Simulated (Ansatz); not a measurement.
# NO (doublet): from Hartree-Fock to the top rungs, 6-31G

Aim: climb from Hartree-Fock through coupled cluster and multireference methods for NO (doublet) at one geometry and basis, and see what each rung misses.

Program: Ansatz 0.2.0, Gaussian basis. Level of theory: 6-31G, core rule «outside noble gas», up to 2 orbitals frozen. These are calculated values, not measurements.

To be run: UHF; CCSD(T) on ROHF; CCSD(T) on UHF; BCCD(T) on ROHF; CISD; CCSDT(Q) on ROHF; CCSDT(Q) on UHF; CISDTQ; CCSDTQ on ROHF; CCSDTQ on UHF; CASSCF and MRCISD+Q, 11 electrons in 8 orbitals; CASSCF and NEVPT2, 11 electrons in 8 orbitals; Full CI.

9 further runs of the same task are left out: 9 set aside as unsound or not needed.

## 1. What is computed

The geometry is an MP2(full)/6-31G* stationary point (not a proven minimum).

2 atoms, charge 0, spin multiplicity 2.

Atoms are counted from 1 here; the program's logs count them from 0.

Bond lengths: N1–O2 1.143 Å.

## 2. UHF

File in.yaml:

```yaml
crystal:
  periodic: [false, false, false]
  atoms:
    - {symbol: N, position_ang: [0.000000, 0.000000, 0.000000]}
    - {symbol: O, position_ang: [0.000000, 0.000000, 1.142703]}
basis:
  gaussian: {orbitals: 6-31G}
magnetization: {spin_polarized: true, initial_magnetization: 1}
hamiltonian: {xc: hf}
output: {orbitals: {seedname: orbitals}}
```

Started as:

```bash
> ansatz run in.yaml --threads 1 --pin off --events-out ev --progress --plain --max-ram 4160MiB --backend cpu
```

Further steps of the session: CCSD(T) on ROHF; CCSD(T) on UHF; BCCD(T) on ROHF; CISD; CCSDT(Q) on ROHF; CCSDT(Q) on UHF; CISDTQ; CCSDTQ on ROHF; CCSDTQ on UHF; CASSCF and MRCISD+Q, 11 electrons in 8 orbitals; CASSCF and NEVPT2, 11 electrons in 8 orbitals; Full CI.

Before running them: what should the planned runs give, taken together? Wanted: FCI below the RHF energy; RMP2 from FCI; UMP2 from FCI; RCCSD from FCI; RCCSD(T) from FCI; UCCSD(T) from FCI; RCCSDT(Q) from FCI; UCCSDT(Q) from FCI; NEVPT2 valence from FCI.

The runs gave:

| quantity | value |
| --- | --- |
| FCI below the RHF energy | -6.4453 eV |
| RMP2 from FCI | +11.9 kJ/mol |
| UMP2 from FCI | +41.1 kJ/mol |
| RCCSD from FCI | +24.8 kJ/mol |
| RCCSD(T) from FCI | +4.5 kJ/mol |
| UCCSD(T) from FCI | +5.4 kJ/mol |
| RCCSDT(Q) from FCI | +0.1 kJ/mol |
| UCCSDT(Q) from FCI | -0.1 kJ/mol |
| NEVPT2 valence from FCI | +61.1 kJ/mol |
| MRCISD+Q valence from FCI | +2.8 kJ/mol |
| levels within 1 kcal/mol (43 meV) | RCCSDT, UCCSDT, CISDTQ, RCCSDT(Q), UCCSDT(Q), RCCSDTQ, UCCSDTQ, MRCISD+Q valence |
| T1 diagnostic | 0.023 |
| effectively unpaired electrons | 1.07 |

RCCSD(T) misses by +4.5 kJ/mol, 0.7 % of the correlation energy. One determinant dominates. Of the multireference levels listed MRCISD+Q valence comes nearest in total energy (+2.8 kJ/mol), which doesn't show that its space is the better one. These misses are within one basis, not against nature; the frozen cores of restricted and unrestricted runs differ, which can shift their rows.
